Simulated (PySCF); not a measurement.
How well do the runs reproduce experiment for SF4?

**What was measured.**

NIST CCCBDB Release 22 (SRD 101), experimental dipoles lists, for the gas: dipole moment (microwave Stark effect, vibrational ground state) 0.632 ± 0.003 D.

The results are set against them at the end.

SF₄.
Atom-mapped SMILES: `[F:1][S:2]([F:3])([F:4])[F:5]`

Structure used (PBE0-D3(BJ)/def2-SVP), in Å, numbered top down from 1:
```xyz
5
SF4 angstrom
F     -0.3820   -1.1884    0.4982
S      0.1427   -0.0232   -0.4332
F      0.0587    1.2165    0.5444
F      1.6554   -0.3118    0.1805
F     -1.4399    0.2730   -0.8301
```

The PySCF runs (gas phase, on this PBE0-D3(BJ)/def2-SVP geometry; no spin–orbit coupling):

| level | job | basis functions | wall time |
| --- | --- | --- | --- |
| PBE0-D3(BJ)/def2-SVP, grid level 1 | geometry optimisation from a GFN2-xTB start shaken at random | 74 | 12 s |

Hardware: Arm Neoverse V1, one thread, no GPU (shared host).

Results beside the measurements:

**Dipole moment.** Measured: 0.632 D (NIST CCCBDB Release 22 (SRD 101), experimental dipoles).

| level | computed (D) | computed − measured (D) | % (from the printed values) |
| --- | --- | --- | --- |
| PBE0-D3(BJ)/def2-SVP | 0.968 | +0.336 | +53 |

The computed dipoles belong to one fixed geometry; measured ones are averaged over vibrations unless marked μe. Magnitudes are compared, not signs.

No measured geometry was used, and the causes of the misses weren't examined.
